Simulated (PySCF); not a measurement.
Method: PBE0 in PySCF with C def2-TZVP, H def2-TZVP; no relativity; density-fitted integrals.

Each entry is the lowest minimum that a search over a few typed start shapes (and spin states, where more than one is plausible) found, or that minimum re-optimised at the stated level; isomers with ligand–ligand bonds, or fragments after loss of a ligand pair, can lie lower. Open shells are unrestricted.

CH₂ is a triplet of C2v symmetry with C–H 1.079 Å (×2); H–C–H 134.8°. Its wavenumbers are 1057, 3153, 3390 cm⁻¹.

Problem. What changes when one electron is removed, giving CH₂⁺?

Solution. It costs 10.50 eV between the minima (10.47 eV with zero-point energy). CH₂⁺ is a doublet of C2v symmetry with C–H 1.098 Å (×2); H–C–H 141.1°; wavenumbers 930, 2994, 3246 cm⁻¹.
